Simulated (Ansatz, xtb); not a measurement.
# Relaxing a trial structure of C2H2Cl

The starting geometry of this gas-phase doublet has its atoms placed at random.

```yaml
atoms:
  - { symbol: C, position_ang: [-0.5114, 0.2701, 1.0865] }
  - { symbol: C, position_ang: [1.5368, -0.2233, 1.1346] }
  - { symbol: Cl, position_ang: [1.4293, 0.6039, -1.3188] }
  - { symbol: H, position_ang: [0.4090, 0.5295, 0.7368] }
  - { symbol: H, position_ang: [1.2655, 0.6443, 0.0402] }
```

Question: Guess where an optimisation with r2SCAN-D4/def2-SVP ends from this start.

Answer: It falls apart into C2H + ClH. Distances that change by over a tenth: C1–H4 (1.02 → 1.28 Å). Contacts that close: C1–C2 (2.11 → 1.28 Å), C2–H4 (1.41 → 1.29 Å).

The energy falls by 7.13 eV over 48 steps:

```json
{"step": "1", "E − E(last) (eV)": "7.131"}
{"step": "6", "E − E(last) (eV)": "0.328"}
{"step": "11", "E − E(last) (eV)": "0.024"}
{"step": "17", "E − E(last) (eV)": "0.005"}
{"step": "22", "E − E(last) (eV)": "0.002"}
{"step": "27", "E − E(last) (eV)": "0.002"}
{"step": "32", "E − E(last) (eV)": "0.001"}
{"step": "38", "E − E(last) (eV)": "0.001"}
{"step": "43", "E − E(last) (eV)": "0.001"}
{"step": "48", "E − E(last) (eV)": "0.000"}
```

Final geometry (Å):

```yaml
atoms:
  - { symbol: C, position_ang: [-0.4527, -0.2021, 1.4315] }
  - { symbol: C, position_ang: [0.6297, 0.1978, 1.9877] }
  - { symbol: Cl, position_ang: [1.5347, 1.1747, -1.3980] }
  - { symbol: H, position_ang: [0.3185, 0.6107, 0.8081] }
  - { symbol: H, position_ang: [2.0990, 0.0435, -1.1501] }
```

From the same start GFN2-xTB ends elsewhere, in pieces: C2H + ClH.

From so rough a start the end depends on the optimiser's path, so another program may land elsewhere. The end wasn't checked by frequencies. Open shells are spin-unrestricted. Run with Ansatz 0.2.0, 88 s on 2 threads of Intel(R) Xeon(R) Platinum 8375C CPU @ 2.90GHz (Ice Lake), with other jobs on the host.
